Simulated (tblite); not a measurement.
Allyl alcohol, C3H6O.
Numbering: `[CH2:1]=[CH:2][CH2:3][OH:4]` (hydrogens: H5, H6 on C1; H7 on C2; H8, H9 on C3; H10 on O4)

Computed with GFN2-xTB (tblite), gas phase: Langevin dynamics at 200 K from the optimised GFN2-xTB geometry, time step 0.5 fs, friction 0.01 fs⁻¹, 2000 steps. The instantaneous temperature is 2·E(kin)/(3Nk) with all 3N coordinates.

```tsv
t (fs)	T (K)	E(pot) above start (eV)	C1=C2 (Å)	C2–C3 (Å)	C3–O4 (Å)	C1–H5 (Å)	C1–C2–C3–O4 (°)
0	170	0.000	1.319	1.500	1.412	1.076	133
25	110	0.120	1.334	1.529	1.396	1.058	127
50	146	0.166	1.311	1.519	1.400	1.081	120
75	138	0.130	1.318	1.512	1.417	1.061	109
100	120	0.125	1.308	1.525	1.396	1.096	103
125	73	0.149	1.326	1.495	1.396	1.079	98
150	89	0.148	1.317	1.473	1.435	1.070	102
175	165	0.150	1.299	1.498	1.460	1.083	101
200	220	0.164	1.308	1.489	1.383	1.076	108
225	210	0.220	1.349	1.574	1.392	1.097	118
250	191	0.186	1.312	1.559	1.399	1.053	135
275	155	0.178	1.300	1.529	1.419	1.071	133
300	145	0.127	1.313	1.523	1.425	1.102	137
325	140	0.078	1.322	1.492	1.411	1.065	133
350	88	0.108	1.327	1.483	1.385	1.075	139
375	94	0.115	1.326	1.497	1.422	1.069	135
400	143	0.151	1.319	1.480	1.451	1.072	137
425	177	0.126	1.311	1.522	1.421	1.102	131
450	80	0.112	1.317	1.507	1.365	1.064	135
475	103	0.131	1.343	1.526	1.402	1.069	141
500	142	0.110	1.316	1.491	1.430	1.073	149
525	150	0.167	1.303	1.492	1.421	1.051	149
550	133	0.156	1.317	1.468	1.434	1.117	150
575	172	0.204	1.310	1.500	1.391	1.039	146
600	237	0.158	1.325	1.525	1.359	1.046	145
625	206	0.188	1.330	1.499	1.425	1.144	135
650	191	0.284	1.307	1.468	1.469	1.069	132
675	257	0.214	1.319	1.530	1.450	1.029	127
700	230	0.299	1.358	1.504	1.378	1.141	130
725	270	0.283	1.340	1.488	1.357	1.102	136
750	228	0.282	1.311	1.535	1.425	1.026	138
775	252	0.284	1.333	1.469	1.454	1.124	134
800	209	0.377	1.349	1.475	1.426	1.116	133
825	233	0.326	1.324	1.550	1.398	1.046	137
850	294	0.232	1.327	1.564	1.384	1.079	143
875	213	0.185	1.333	1.486	1.375	1.120	145
900	170	0.143	1.310	1.503	1.424	1.053	149
925	204	0.201	1.302	1.477	1.433	1.045	155
950	227	0.222	1.310	1.490	1.382	1.110	154
975	168	0.258	1.333	1.592	1.379	1.062	156
1000	234	0.375	1.328	1.573	1.417	1.071	145
```

Question: From 500 fs on, how do temperature and potential energy compare with equipartition?

Answer: The mean temperature of these 21 frames is 210 K against the target 200 K, and the mean potential energy 0.24 eV against 24 × kT/2 = 0.21 eV for 24 classical harmonic modes. For 10 atoms in a canonical ensemble the temperature itself scatters by T·√(2/(3N)) = 52 K; here its standard deviation is 42 K. The whole run lasts only 10 friction times of 100 fs, so these averages carry a wide statistical error.

Question: What are the kinetic and total energies of the listed frame with the highest potential energy?

Answer: The one at 800 fs, 0.377 eV above the start. Its kinetic energy is 3NkT/2 = 0.270 eV at 209 K, so the sum is 0.65 eV; over the listed frames the sum runs from 0.21 to 0.68 eV, since the thermostat adds and removes energy.

Question: How much do the listed bonds fluctuate from 500 fs on?

Answer: 
```tsv
bond	at the start (Å)	mean (Å)	standard deviation (Å)
C1=C2	1.319	1.323	0.014
C2–C3	1.500	1.508	0.035
C3–O4	1.412	1.410	0.031
C1–H5	1.076	1.079	0.037
```

The motion is classical and holds no zero-point motion.

The cost below is that of the whole dynamics run. Cost: about 16 s of CPU time on one thread; the machine was shared, so the figure is rough.
